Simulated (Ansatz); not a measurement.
**Rhodium, fcc: convergence with cold smearing**

Computed with Ansatz, PBE, scalar-relativistic PAW, on the relaxed cell (a = 3.832 Å; spin not included). Errors count from a run at 420 eV on a Γ-centred 23×23×23 mesh with Fermi-Dirac smearing of 0.1 eV, extrapolated to zero width. Fixed here: cutoff 420 eV, mesh 14×14×14. The SCF starts from atomic densities corrected by a trained network.

```csv
width (eV),E(σ→0) error (meV/atom),F error (meV/atom),P (GPa),SCF iterations
0.01,-0.6,-0.6,-0.39,5
0.03,-0.5,-0.4,-0.39,5
0.1,-0.2,-0.3,-0.40,5
0.2,-0.3,0.2,-0.43,5
0.3,1.4,-0.1,-0.34,5
0.6,-4.2,-5.5,-0.44,5
1.0,-9.6,-3.9,-0.64,5
```
